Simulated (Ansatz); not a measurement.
# K (model structure, started from the beta-Sn type, I4₁/amd, No. 141, 2 atoms in the cell)

Calculation: r²SCAN in Ansatz (plane waves, PAW).

Settings: plane-wave cutoff 500 eV, 18×18×18 k mesh, Fermi–Dirac smearing 0.1 eV, scalar-relativistic PAW data made under PBE.

Cell (relaxed at this level):

```cif
data_K2
_chemical_formula_sum 'K2'
_space_group_name_H-M_alt 'P 1'
_space_group_IT_number 1
_cell_length_a 6.29149
_cell_length_b 6.29149
_cell_length_c 6.29149
_cell_angle_alpha 97.442
_cell_angle_beta 97.442
_cell_angle_gamma 137.812
loop_
_space_group_symop_operation_xyz
  'x, y, z'
loop_
_atom_site_label
_atom_site_type_symbol
_atom_site_fract_x
_atom_site_fract_y
_atom_site_fract_z
_atom_site_occupancy
K1 K 0.75000 0.25000 0.50000 1
K2 K 0.00000 0.00000 0.00000 1
```

```
Quantity  Result
--------  ------
band gap    none
```

Note: the relaxation could raise the start's symmetry but not lower it, so the cell can be a saddle point.

Computed values are for the static lattice.

Cost on a shared machine: roughly 10 core-minutes.

A model structure was made by putting elements into a prototype or built by hand; it is no filed structure, need not be a known phase, and can be a saddle point held by its symmetry.

Ansatz is a first-principles code.
